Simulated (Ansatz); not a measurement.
The same path of C$_{2}$H$_{4}$FNO (9 atoms, charge 0, multiplicity 1) was run twice with different band settings.

Method: Ansatz 0.2.0, RKS PBE/def2-SVP.

Relaxed end points:

```xyz
9
Properties=species:S:1:pos:R:3
C 1.124 0.399 0.628
N 0.214 -0.533 0.002
C -0.892 -0.152 -0.474
O -1.790 -0.946 -1.072
F -1.369 1.108 -0.468
H 2.017 0.550 -0.016
H 1.497 -0.029 1.582
H 0.685 1.399 0.841
H -1.396 -1.842 -1.039
```

```xyz
9
Properties=species:S:1:pos:R:3
C 1.032 0.430 0.753
N -0.029 -0.457 0.331
C -0.748 -0.194 -0.673
O -1.748 -0.962 -1.128
F -0.648 0.891 -1.463
H 1.150 1.339 0.124
H 1.998 -0.118 0.758
H 0.855 0.754 1.801
H -1.774 -1.730 -0.520
```

Common settings: movable images 5; climbing image yes; optimiser quadratic models (default); start path through a guess of the saddle point; force threshold 0.05 eV/Å; iteration limit 60; end points relaxed.

| run | spring |
| --- | --- |
| 1 | 5.0 eV/Å² |
| 2 | 20.0 eV/Å² |

(1) What does each run give, and how far can it be trusted?

## Answers

(1) Run 1: converged after 12 iterations, highest image 0.030 eV above the first end. A vibrational analysis at the climbing image gives one clearly imaginary mode, 118i cm⁻¹: a first-order saddle point.
Run 2: converged after 10 iterations, highest image 0.030 eV above the first end. Another band between the same ends (5 images) ends at a top of the same energy, where a vibrational analysis finds 1 clearly imaginary mode.
